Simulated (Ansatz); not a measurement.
**AlH3S (SMILES [AlH2][SH]): methods side by side**

AlH3S: 5 atoms, total charge 0, spin state singlet. As SMILES, `[AlH2][SH]`. The shape is that of a PBE0-D4/def2-TZVP optimisation.

```xyz
5

Al   -0.6161   -0.0642   -0.1817
S     1.1291   -0.3431    1.0966
H    -1.9817   -0.6501    0.3511
H    -0.4411    0.6960   -1.5564
H     1.9597    0.2878    0.2490
```

Each level gives the energy change with the Al1–H3 bond stretched from 1.579 to 2.368 Å (eV). The values are calculated.

| level | kind | program | value (eV) | less FCI/STO-3G |
| --- | --- | --- | --- | --- |
| SVWN5/STO-3G (restricted) | LDA | Ansatz | 3.22 | +0.02 |
| B3LYP/STO-3G (restricted) | global hybrid | Ansatz | 3.35 | +0.15 |
| BHLYP/STO-3G (restricted) | global hybrid | Ansatz | 3.78 | +0.58 |
| HSE06/STO-3G (restricted) | range-separated hybrid | Ansatz | 3.47 | +0.27 |
| B2PLYP/STO-3G (restricted) | double hybrid | Ansatz | 3.53 | +0.33 |
| MP2/STO-3G (restricted) | perturbation theory | Ansatz | 3.73 | +0.53 |
| CCSDT(Q)/STO-3G (restricted) | coupled cluster or CI | Ansatz | 3.20 | 0.00 |
| FCI/STO-3G | exact in the basis | Ansatz | 3.20 | 0.00 |

FCI/STO-3G is exact within its basis and frozen core, so for wave-function methods in that basis the difference is their error; functionals converge differently with the basis, so for them it is only a difference. The first shape isn't each level's own minimum. The values span 3.20 to 3.78 eV. All rows use very small basis sets, so even the best lies far from the true value.
